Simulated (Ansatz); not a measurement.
## HSiAl, triplet in 6-31G: errors against full CI

Geometry: a point of a bend scan, not a stationary point.

```xyz
3

Si    0.0000    0.0000   -0.2640
Al    0.0000    0.0000    2.1264
H     0.0000    0.0000   -1.8624
```

Basis 6-31G; Ansatz 0.2.0. Only valence electrons are correlated (noble-gas cores frozen), which leaves 8 electrons in 18 orbitals. Prefix R: restricted or restricted open-shell reference; prefix U: unrestricted. Active spaces: valence = (8e, 9o) chosen from the atoms' valence shells; pair = (4e, 4o) about the gap.

Full CI is exact within this basis and frozen core; it isn't the basis-set limit. The frozen core follows each run's orbitals, which can shift R against U totals by a few meV.

For open shells CISD is restricted-active-space CI with the open shells as a complete middle space.

- UHF ⟨S²⟩: 2.040
- T1 diagnostic (RCCSD): 0.0308
- largest doubles amplitude (RCCSD): 0.075
- T1 diagnostic (UCCSD): 0.0259

```csv
level,E − E(RHF) (eV)
UHF,-0.1463
RMP2,-1.6784
UMP2,-1.7047
RCCSD,-2.4413
UCCSD,-2.4436
RCCSD(T),-2.4988
UCCSD(T),-2.4985
```

(1) Estimate how far full CI in 6-31G lies from RCCSD(T). The table doesn't fix it; the size of (T) and the diagnostics are the guide.

(1) Full CI in 6-31G lies 0.95 mEh below RCCSD(T), which is 45 % of the (T) step (-2.11 mEh). T1 is raised, and the rest is a large part of (T).

The other levels:

```tsv
level	E − E(full CI) (mEh)	share of correlation (%)	wall time
CISD	7.87	91.52	0.75 s
BCCD(T)	0.96	98.96	0.9 s
RCCSDT	0.17	99.82	–
UCCSDT	0.16	99.83	–
RCCSDT(Q)	0.04	99.96	2.9 s
UCCSDT(Q)	0.02	99.98	2.9 s
RCCSDTQ	0.01	99.99	20 s
UCCSDTQ	0.00	100.00	23 s
CASSCF (pair space)	72.64	21.70	–
NEVPT2 (pair space)	27.79	70.05	0.69 s
MRCISD (pair space)	5.73	93.82	–
MRCISD+Q (pair space)	-0.83	100.89	1.2 s
CASSCF (valence space)	26.20	71.76	–
NEVPT2 (valence space)	7.72	91.68	3 s
MRCISD (valence space)	0.76	99.18	–
MRCISD+Q (valence space)	0.12	99.87	4.2 s
MRCISD+Q(relaxed) (valence space)	-0.12	100.13	4.8 s
```

The correlation energy at full CI, counted from RHF, is -2.525 eV. That run took 16 s on 1 thread of Arm Neoverse V1, shared host over 2,340,352 determinants.

Times hold each run's SCF and search for its determinant on a shared host, so for small cases they say little of a method's own cost; they ran on 1 thread of Arm Neoverse V1.

Not variational, and here over 5 meV under the exact energy: MRCISD+Q (pair space).

The full-CI state has the irrep A2 of C2v, in the program's axes (one component, if the state is degenerate).

Natural occupations of full CI about the gap: 1.961 1.951 1.880 0.989 0.989 0.073 0.050 0.050 0.022 0.008; effectively unpaired electrons, Σ n²(2−n)², 2.11.
